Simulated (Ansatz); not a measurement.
Geometry optimisation, RKS PBE/6-31G* (Ansatz 0.2.0).

input.yaml

```yaml
crystal:
  periodic: [false, false, false]
  atoms:
    - { symbol: C, position_ang: [-1.2169, 0.8808, -0.7518] }
    - { symbol: Al, position_ang: [0.4946, 0.0237, -0.5568] }
    - { symbol: C, position_ang: [0.8825, -0.9581, 1.1083] }
    - { symbol: H, position_ang: [-2.001, 0.1824, -0.6877] }
    - { symbol: H, position_ang: [-1.3123, 1.412, -1.7735] }
    - { symbol: H, position_ang: [-1.388, 1.7017, 0.0337] }
    - { symbol: H, position_ang: [1.6025, 0.0983, -1.7282] }
    - { symbol: H, position_ang: [0.0879, -0.8775, 1.8059] }
    - { symbol: H, position_ang: [1.1241, -2.0066, 0.9263] }
    - { symbol: H, position_ang: [1.8097, -0.5079, 1.6269] }
basis:
  gaussian: { orbitals: "6-31G*" }
hamiltonian:
  xc: pbe
relax:
  f_tol: 0.02
  max_steps: 40
scf:
  lower_state_search: "off"
```

Run as:

```bash
$ ansatz run input.yaml --threads 1 --pin off --max-ram 2048MiB --backend cpu --events-out ev --progress --plain --runs-dir out
```

Question: Where does it end, and by what steps?

Answer: The run converged. After 5 steps the energy has fallen by 0.218 eV; H8 moved furthest, 0.13 Å.

| step | energy less start (eV) | largest force component (eV/Å) | accepted |
| --- | --- | --- | --- |
| 0 | 0.0000 | 3.127 | yes |
| 1 | -0.1949 | 1.004 | yes |
| 2 | -0.2020 | 0.322 | yes |
| 3 | -0.2165 | 0.046 | yes |
| 4 | -0.2175 | 0.035 | yes |
| 5 | -0.2177 | 0.003 | yes |

```xyz
10
Properties=species:S:1:pos:R:3
C -1.239 0.937 -0.796
Al 0.493 0.023 -0.530
C 0.921 -0.963 1.127
H -2.090 0.248 -0.643
H -1.342 1.381 -1.800
H -1.373 1.751 -0.058
H 1.616 0.084 -1.689
H 0.090 -0.999 1.852
H 1.216 -2.006 0.902
H 1.790 -0.508 1.638
```

Whether the end is a true minimum wasn't checked by a vibrational analysis.

The run took 16 s on 1 thread of AMD EPYC (Zen 3) (shared host), peak memory 0.11 GiB.
